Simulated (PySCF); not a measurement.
These are B3LYP-D3(BJ)/def2-TZVP (PySCF) values and carry that method's errors. Isolated molecules, 0 K electronic values unless said otherwise. B3LYP has the VWN-RPA correlation part, as in Gaussian. 

Reference species (SMILES): `[SiH4]` (neutral, multiplicity 1).

```json
{
  "dipole_moment": "0.00 D"
}
```

Changed species: `Cl[SiH](Cl)Cl` (whole molecule; the reference has whole molecule).

Question: What does the change do to the dipole moment?

Answer: the dipole moment rises by 0.82 D, to 0.82 D.
